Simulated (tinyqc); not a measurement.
The basis set: RHF and MP2 along a ladder of basis sets, for CH3+, spin multiplicity 1. Computed by the program tinyqc with PySCF. Same geometry throughout; the dipole is taken about the origin.

Geometry (angstrom):
```
atom        x        y       z
C      0.0000   0.0000  0.0030
H      1.0360   0.0000  0.0000
H     -0.5180   0.8970  0.0000
H     -0.5180  -0.8970  0.0000
```

RHF and frozen-core MP2 in a ladder of bases:
```
basis        functions  E(RHF) (hartree)  E(MP2 corr) (hartree)  HOMO (eV)  LUMO (eV)  dipole (debye)
sto-3g               8         -38.76021               -0.03736    -27.217     -7.091           0.011
6-31g               15         -39.21221               -0.06218    -26.574     -7.797           0.010
6-31g**             29         -39.23178               -0.10775    -26.576     -7.721           0.010
cc-pvdz             29         -39.22916               -0.10331    -26.545     -7.767           0.011
aug-cc-pvdz         50         -39.23025               -0.10625    -26.542     -7.870           0.011
cc-pvtz             72         -39.24345               -0.13062    -26.570     -7.825           0.011
```

Estimate the missing row, basis = 3-21g.

Computed row:
```
basis  functions  E(RHF) (hartree)  E(MP2 corr) (hartree)  HOMO (eV)  LUMO (eV)  dipole (debye)
3-21g         15         -39.00517               -0.06470    -26.670     -7.893           0.010
```

From cc-pVDZ to cc-pVTZ the RHF energy falls by 14.3 mhartree and the correlation energy by 27.3. If valence correlation converges as X^-3, (27 E(T) - 8 E(D))/19 gives -0.1421 hartree, a rough estimate from such small X that usually falls short; STO-3G holds about 26 % of it. Beyond STO-3G the LUMO moves by 0.2 eV and the HOMO by 0.1 eV.
